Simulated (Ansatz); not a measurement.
`F[H-]F`. The species carries charge -1 and has multiplicity 1.

```xyz
3

F    -0.915    0.403   -0.555
H     0.000    0.000    0.000
F     0.915   -0.403    0.555
```

**Question.** What are the harmonic wavenumbers in cm⁻¹ at PBE0-D4/def2-TZVPD (Ansatz, finite differences of forces, unscaled)? (Best estimate.)

**Answer.** The calculation gave: 633, 1313, 1313, 1431.

**Question.** Is this a minimum?

**Answer.** Yes, all 4 modes are real.

**Question.** Give the ideal-gas thermochemistry at 298.15 K and 1 bar (rigid rotor, harmonic oscillator; point group D∞h, symmetry number 2).

**Answer.** Zero-point energy 28.1 kJ/mol; H(298) − E = 37.2 kJ/mol; entropy 212.4 J/(mol·K), of which translation 154.5, rotation 55.9, vibration 1.9; G(298) − E = -26.1 kJ/mol.

**Question.** Rotational constants (cm⁻¹)?

**Answer.** 0.3395.
